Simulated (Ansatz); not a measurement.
A calculation with Ansatz (development build ahead of 0.2.0).

```yaml
crystal:
  periodic: [false, false, false]
  atoms:
    - { symbol: C, position_ang: [0.00352, 0.00458, -1.16661] }
    - { symbol: C, position_ang: [0.00655, 0.0073, 0.28022] }
    - { symbol: "N", position_ang: [0.00898, -0.00404, 1.43337] }
    - { symbol: H, position_ang: [0.00152, -1.02558, -1.56364] }
    - { symbol: H, position_ang: [-0.89473, 0.50581, -1.55564] }
    - { symbol: H, position_ang: [0.89773, 0.50894, -1.54982] }
basis:
  gaussian: { orbitals: def2-SVP }
magnetization:
  spin_polarized: true
  initial_magnetization: 2
hamiltonian:
  xc: hf
output:
  forces: true
```

The input is written out in the form of the current development build from the run's settings.

Output:

```
Converged                       : yes
Total energy                    : -131.61321 hartree
Spin squared of the determinant : 2.017
Stability test                  : minimum
```

Forces (eV/Å):
| atom | Fx | Fy | Fz |
| --- | --- | --- | --- |
| C1 | -0.109 | -0.435 | -0.334 |
| C2 | -0.004 | 0.807 | -14.939 |
| N3 | 0.044 | -0.381 | 15.421 |
| H4 | 0.015 | 0.113 | -0.275 |
| H5 | 0.247 | -0.058 | 0.041 |
| H6 | -0.193 | -0.046 | 0.086 |

Caution: another spin multiplicity may lie lower.
